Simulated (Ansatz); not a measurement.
## Structure relaxation of Rb2V

These are results of DFT PBE, scalar-relativistic, plane waves, PAW (Ansatz), not measurements.

The start puts Rb2V on the cuprite structure type (Pn-3m, No. 224), with V in place of O, Rb in place of Cu, at a guessed volume.

Input of the last, converged step (default PAW datasets):

```yaml
crystal:
  lattice:
    - [7.7832160445, 0.0, 0.0]
    - [0.0, 7.7832160445, 0.0]
    - [0.0, 0.0, 7.7832160445]
  atoms:
    - { symbol: Rb, position: [0.25, 0.25, 0.25] }
    - { symbol: Rb, position: [0.25, 0.75, 0.75] }
    - { symbol: Rb, position: [0.75, 0.75, 0.25] }
    - { symbol: Rb, position: [0.75, 0.25, 0.75] }
    - { symbol: V, position: [0.0, 0.0, 0.0], spin: 4.01 }
    - { symbol: V, position: [0.5, 0.5, 0.5], spin: 4.01 }
basis:
  ecutwfc: 420
kpoints:
  mp_grid: { grid: [6, 6, 6] }
hamiltonian:
  xc: pbe
scf:
  occupations: { method: gaussian, width: 0.1 }
output:
  forces: true
  stress: true
  eigenvalues: true
  populations: true
magnetization:
  spin_polarized: true
relax:
  adjacent_minimum: "off"
  f_tol: 0.01
  max_steps: 80
  cell: { stress_tol: 0.05 }
```

Launched as:

```bash
ansatz run input.yaml --threads 1 --pin off --max-ram 2560MiB --backend cpu --events-out ev --progress --plain --runs-dir out
```

The run took 4.6 min on 1 thread of Intel(R) Xeon(R) Platinum 8375C CPU @ 2.90GHz (Ice Lake), on a shared host, peak memory 1.1 GiB.

The program printed at the end:

```
--- Forces (eV/Å), atoms counted from 1 ---
  atom   1  Rb     0.00000000     0.00000000     0.00000000
  atom   2  Rb     0.00000000     0.00000000     0.00000000
  atom   3  Rb     0.00000000     0.00000000     0.00000000
  atom   4  Rb     0.00000000     0.00000000     0.00000000
  atom   5  V      0.00000000     0.00000000     0.00000000
  atom   6  V      0.00000000     0.00000000     0.00000000
  max |Σ_I F_I| component: 5.78e-29 eV/Å
--- Stress (GPa, compression-positive) ---
        0.002547       0.000000       0.000000
        0.000000       0.002547       0.000000
        0.000000       0.000000       0.002547
  P = ⅓ Tr σ = 0.0025 GPa (0.025 kbar)
  k-point 0 ↑: bands = ["-62.5402", "-62.5402", "-36.4841", "-36.4841", "-36.4841", "-36.4840", "-36.4840", "-36.4840", "-26.9635", "-26.9621", "-26.9621", "-26.9621", "-11.1053", "-11.0878", "-11.0878", "-11.0718", "-11.0718", "-11.0718", "-11.0682", "-11.0682", "-11.0682", "-11.0575", "-11.0575", "-11.0575", "-0.9673", "0.4955", "1.3320", "1.3320", "1.3762", "1.3762", "1.3964", "1.3964", "1.3964", "1.6834", "1.6834", "1.6834", "1.8192", "1.8192", "1.8192", "2.4147", "3.3078", "3.3078", "3.7569"]
  k-point 1 ↑: bands = ["-62.5402", "-62.5402", "-36.4841", "-36.4841", "-36.4841", "-36.4840", "-36.4840", "-36.4840", "-26.9634", "-26.9622", "-26.9621", "-26.9621", "-11.1028", "-11.0865", "-11.0861", "-11.0737", "-11.0714", "-11.0714", "-11.0695", "-11.0679", "-11.0679", "-11.0600", "-11.0583", "-11.0583", "-0.8973", "0.3471", "1.3349", "1.3450", "1.3729", "1.3732", "1.4069", "1.4069", "1.4111", "1.6056", "1.6056", "1.6584", "1.8444", "1.9694", "1.9694", "2.3565", "3.3346", "3.4817", "3.5614"]
  k-point 2 ↑: bands = ["-62.5402", "-62.5402", "-36.4841", "-36.4841", "-36.4841", "-36.4841", "-36.4840", "-36.4840", "-26.9631", "-26.9625", "-26.9621", "-26.9621", "-11.0961", "-11.0829", "-11.0813", "-11.0792", "-11.0731", "-11.0707", "-11.0707", "-11.0664", "-11.0664", "-11.0664", "-11.0606", "-11.0606", "-0.6937", "0.0012", "1.3429", "1.3649", "1.3758", "1.3929", "1.4338", "1.4338", "1.4481", "1.5284", "1.5284", "1.5935", "1.9065", "2.1999", "2.2617", "2.2617", "3.1287", "3.1287", "3.4160"]
  k-point 19 ↓: bands = ["-59.4128", "-59.4128", "-33.3780", "-33.3780", "-33.3780", "-33.3780", "-33.3780", "-33.3780", "-26.9279", "-26.9276", "-26.9276", "-26.9276", "-11.0528", "-11.0528", "-11.0528", "-11.0411", "-11.0282", "-11.0282", "-11.0271", "-11.0271", "-11.0271", "-11.0071", "-11.0071", "-11.0071", "0.8928", "1.5588", "2.0756", "2.0756", "2.0756", "2.5022", "2.5022", "2.5022", "3.6378", "3.6378", "3.8526", "3.8526", "3.8526", "4.1932", "4.1932", "4.3843", "4.3843", "4.3843", "4.6004"]
--- Relaxed structure (3 steps of the walk, 3 accepted, 1 SCFs on fresh bases) ---
  F+E_penalty+E_count = -18885.52195085 eV   max|allowed force component| = 1.771e-18 eV/Å   (the final SCF, on the basis selected at the relaxed cell)
  cell:  # Å, volume = 491.5802 Å³
    - [7.892201, 0.000000, 0.0]
    - [0.000000, 7.892201, 0.000000]
    - [0.000000, 0.000000, 7.892201]
  atoms:
    - { symbol: Rb, position: [0.25, 0.25, 0.25] }
    - { symbol: Rb, position: [0.25, 0.750000, 0.750000] }
    - { symbol: Rb, position: [0.750000, 0.750000, 0.25] }
    - { symbol: Rb, position: [0.750000, 0.25, 0.750000] }
    - { symbol: V, position: [0.000000, 0.000000, 0.000000] }
    - { symbol: V, position: [0.5, 0.5, 0.5] }
--- Löwdin populations: 6 sites ---
  site symbol q [e]    m [muB]
     0     Rb      8.6797     0.1550
     1     Rb      8.6797     0.1550
     2     Rb      8.6797     0.1550
     3     Rb      8.6797     0.1550
     4      V     13.2199     4.3097
     5      V     13.2199     4.3097
  spilling = 0.013575 (of n_electrons = 62.000000)
```

Total energies depend on the potentials used, so only differences within one code and one set of settings carry meaning.

The result has space group Pn-3m (No. 224). Rb has 2 V at 3.42 Å; V is coordinated by 4 Rb at 3.42 Å.

Against the elements it lies at 1.46 eV/atom. Energies over the elements count from the elements' standard structures at the same level, with no empirical corrections.

For metals, differences of a few meV/atom aren't resolved.

Symmetry constrained the relaxation, so the result can be a saddle point.